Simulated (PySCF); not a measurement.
H3P.

```xyz
4

P      0.0000     0.0000     0.1290
H     -1.0308    -0.5951    -0.6451
H      0.0000     1.1902    -0.6451
H      1.0308    -0.5951    -0.6451
```
Charge 0, spin multiplicity 1.

The structure is a stationary point at PBE0-D3(BJ)/def2-TZVPD.

Computed with PySCF with PBE0/pcSseg-2. Non-relativistic, no solvent.

Computed absolute GIAO shielding of each atom: isotropic value and principal components (ppm):
| atom | σ(iso) | σ11 | σ22 | σ33 | span |
|---|---|---|---|---|---|
| P1 | 580.9 | 538.1 | 602.3 | 602.3 | 64.2 |
| H2 | 29.4 | 25.3 | 26.3 | 36.5 | 11.2 |
| H3 | 29.4 | 25.3 | 26.3 | 36.5 | 11.2 |
| H4 | 29.4 | 25.3 | 26.3 | 36.5 | 11.2 |
